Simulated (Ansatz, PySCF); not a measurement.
Complex: C2H2 (SMILES C#C) (first 4 atoms) with H2O (SMILES O); geometry from S66by8 set.
(charge 0, multiplicity 1):
```xyz
7

C     -1.108     0.046     0.036
H     -0.042     0.016     0.012
C     -2.319     0.080     0.064
H     -3.380     0.111     0.088
O      2.411    -0.078    -0.062
H      2.981    -0.668     0.435
H      2.983     0.273    -0.747
```

Monomers are frozen at their geometry in the pair; levels with a basis set take the counterpoise correction.

Cores are frozen in the correlated methods. CBS: X⁻³ extrapolation of the correlation energy, Hartree–Fock from the larger set. Rows in 6-31G* carry no dispersion term and start afresh at each structure (6-31G* with six Cartesian d functions).

Programs: Ansatz (a quantum-chemistry and plane-wave program) with Gaussian orbitals; PySCF for 6-31G* rows, the dispersion terms. 

Q: Give the interaction energy at the level HF/6-31G*.

A: -114 meV
